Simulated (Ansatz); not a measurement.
Input for Ansatz (development build ahead of 0.2.0):

```yaml
crystal:
  periodic: [false, false, false]
  atoms:
    - { symbol: H, position_ang: [0.03562, 0.19518, -1.06035] }
    - { symbol: B, position_ang: [-0.02114, -0.3791, 0.03062] }
    - { symbol: H, position_ang: [0.02752, 0.13533, 1.06911] }
basis:
  gaussian: { orbitals: def2-SVP }
magnetization:
  spin_polarized: true
  initial_magnetization: 1
hamiltonian:
  xc: hf
correlation:
  method: ccsd_t
  frozen_orbitals: { B: 1, H: 0 }
scf:
  omitted_lower_state_checks: [starts, atomic_configurations, cluster_reference, orbital_swaps, given_window_search, neighbouring_geometries, increment]
```

The input is written out in the form of the current development build from the run's settings.

Output:

```
Converged          : yes
Reference energy   : -25.72972 hartree
Correlation energy : -0.08650 hartree
Total energy       : -25.81622 hartree
Stability test     : minimum
```
